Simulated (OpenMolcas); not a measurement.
# quartet NCO: levels of theory compared

We compute a comparison of 5 runs (U-r2SCAN/cc-pVTZ, UBLYP/cc-pVTZ, UM06-2X/cc-pVTZ, UPBE0/cc-pVTZ, USVWN5/cc-pVTZ) of quartet NCO. 

The results are computed with OpenMolcas 26.06.

### 1 The molecule

The species is NCO (3 atoms), meant as a quartet with charge 0. As SMILES of the parent species, `[N]=C=O`. The coordinates come from a PBE0-D4/def2-TZVP relaxation. That shape belongs to the parent species and isn't relaxed for this state.

Bond lengths: N1–C2 1.222 Å, C2–O3 1.171 Å. Angles: N1–C2–O3 180.0°.

### 2 The energy at U-r2SCAN/cc-pVTZ (run 1)

Contents of struct.xyz:

```xyz
3

N      0.968200     0.423100     0.579200
C     -0.013800    -0.006000    -0.008300
O     -0.954400    -0.417100    -0.571000
```

Contents of job.inp:

```
>>> EXPORT MOLCAS_PRINT=2

&GATEWAY
  BasLib=$CurrDir
  Coord=struct.xyz
  Basis=cc-pVTZ
  Group=NoSym

&SEWARD
  GridInput
  Grid=UltraFine
  End of Grid

&SCF
  UHF
  Spin=4
  KSDFT=2
  1.0 MGGA_X_R2SCAN
  1.0 MGGA_C_R2SCAN
  Thresholds=1e-10 1e-07 1e-07 1e-05
  PrOrbitals=1 1
```

The basis set cc-pVTZ is read from a file made from the Basis Set Exchange's data (not shown).

Run with:

```
$ export MOLCAS_MEM=1860
$ pymolcas job.inp > job.log
```

The log of the run:

```text
--- Start Module: gateway ---
[...]
--- Stop Module: gateway /rc=_RC_ALL_IS_WELL_ ---
--- Start Module: seward ---
[...]
      Basis functions           90
--- Stop Module: seward /rc=_RC_ALL_IS_WELL_ ---
[...]
--- Start Module: scf ---
[...]
       Convergence after  26 Iterations
[...]
::    Total KS-DFT energy                            -167.7400633766
[...]
      Total spin, S                                     1.5058345832
[...]
      Total electronic charge=   21.000000
      Total            charge=   -0.000000
[...]
      Dipole Moment (debye):
      Origin of the operator (angstrom)=   -0.0446   -0.0195   -0.0267
                   X= -9.8760E-02               Y= -4.3722E-02               Z= -5.8887E-02           Total=  1.2302E-01
      Quadrupole Moment (debye*angstrom):
[...]
--- Stop Module: scf /rc=_RC_ALL_IS_WELL_ ---
[...]
```

It took 69 s on 1 thread of Arm Neoverse V1, shared host; peak memory 0.49 GiB.

### 3 The energy at UBLYP/cc-pVTZ (run 2)

Contents of job.inp:

```
&GATEWAY
BasLib = $CurrDir
BasisSet
N.cc-pVTZ....
N1 0.968200 0.423100 0.579200 angstrom
End of Basis
BasisSet
C.cc-pVTZ....
C2 -0.013800 -0.006000 -0.008300 angstrom
End of Basis
BasisSet
O.cc-pVTZ....
O3 -0.954400 -0.417100 -0.571000 angstrom
End of Basis
&SEWARD
GridInput
Grid=UltraFine
End of Grid
&SCF
UHF
Spin = 4
KSDFT = BLYP
Thresholds = 1e-10 1e-07 1e-07 1e-05
PrOrbitals = 1 2
```

The basis set cc-pVTZ is read from a file made from the Basis Set Exchange's data (not shown).

Run with:

```
$ export MOLCAS_MEM=1860
$ pymolcas job.inp > job.log
```

The log of the run:

```text
--- Start Module: gateway ---
[...]
--- Stop Module: gateway /rc=_RC_ALL_IS_WELL_ ---
--- Start Module: seward ---
[...]
      Basis functions           90
--- Stop Module: seward /rc=_RC_ALL_IS_WELL_ ---
[...]
--- Start Module: scf ---
[...]
       Convergence after  26 Iterations
[...]
::    Total KS-DFT energy                            -167.8043970447
[...]
      Total spin, S                                     1.5023525664
[...]
      Total electronic charge=   21.000000
      Total            charge=   -0.000000
[...]
      Dipole Moment (debye):
      Origin of the operator (angstrom)=   -0.0446   -0.0195   -0.0267
                   X= -2.3492E-01               Y= -1.0326E-01               Z= -1.4034E-01           Total=  2.9248E-01
      Quadrupole Moment (debye*angstrom):
[...]
--- Stop Module: scf /rc=_RC_ALL_IS_WELL_ ---
[...]
```

Run time: 46 s. Hardware: 1 thread of Arm Neoverse V1, shared host; peak memory 0.49 GiB.

Runs 3 to 4 aren't shown in full; the table further down has their settings and results.

### 4 The energy at USVWN5/cc-pVTZ (run 5)

Contents of run.input:

```
>>> EXPORT MOLCAS_PRINT=2
&GATEWAY
BasLib=$CurrDir
Coord
3
angstrom
N        0.968200       0.423100       0.579200
C       -0.013800      -0.006000      -0.008300
O       -0.954400      -0.417100      -0.571000
Basis=cc-pVTZ
Group=NoSym
&SEWARD
GridInput
Grid=UltraFine
End of Grid
&SCF
UHF
Spin=4
KSDFT=SVWN5
Thresholds=1e-10 1e-07 1e-07 1e-05
PrOrbitals=1 2
```

The basis set cc-pVTZ is read from a file made from the Basis Set Exchange's data (not shown).

Run with:

```
$ export MOLCAS_MEM=1860
$ pymolcas run.input > run.log
```

The log of the run:

```text
--- Start Module: gateway ---
[...]
--- Stop Module: gateway /rc=_RC_ALL_IS_WELL_ ---
--- Start Module: seward ---
[...]
      Basis functions           90
--- Stop Module: seward /rc=_RC_ALL_IS_WELL_ ---
[...]
--- Start Module: scf ---
[...]
       Convergence after  30 Iterations
[...]
::    Total KS-DFT energy                            -166.4999546691
[...]
      Total spin, S                                     1.5014670344
[...]
      Total electronic charge=   21.000000
      Total            charge=   -0.000000
[...]
      Dipole Moment (debye):
      Origin of the operator (angstrom)=   -0.0446   -0.0195   -0.0267
                   X= -2.5714E-01               Y= -1.1299E-01               Z= -1.5362E-01           Total=  3.2014E-01
      Quadrupole Moment (debye*angstrom):
[...]
--- Stop Module: scf /rc=_RC_ALL_IS_WELL_ ---
[...]
```

It took 32 s on 1 thread of Arm Neoverse V1, shared host; peak memory 0.49 GiB.

### 5 All runs side by side

```
run             level  energy (Eh)  dipole moment (D)  HOMO energy (eV)   ⟨S²⟩  wall time
  1  U-r2SCAN/cc-pVTZ  -167.740063               0.12             -1.11  3.773       69 s
  2     UBLYP/cc-pVTZ  -167.804397               0.29             -0.70  3.759       46 s
  3   UM06-2X/cc-pVTZ  -167.750990               0.21             -3.59  3.774       68 s
  4     UPBE0/cc-pVTZ  -167.635732               0.00             -2.29  3.772       48 s
  5    USVWN5/cc-pVTZ  -166.499955               0.32             -0.86  3.756       32 s
```

### 6 What came out

```
                                 quantity          value
                      run 5: total energy  -166.49995 Eh
                     run 5: dipole moment         0.32 D
run 5: HOMO energy (highest over α and β)       -0.86 eV
                              run 5: ⟨S²⟩          3.756
```

What this shows: The dipole moment (its size) runs from 0.00 D (UPBE0/cc-pVTZ) to 0.32 D (USVWN5/cc-pVTZ). Totals of different functionals can't be ranked against each other. All runs together took 4.4 min, the longest 69 s.
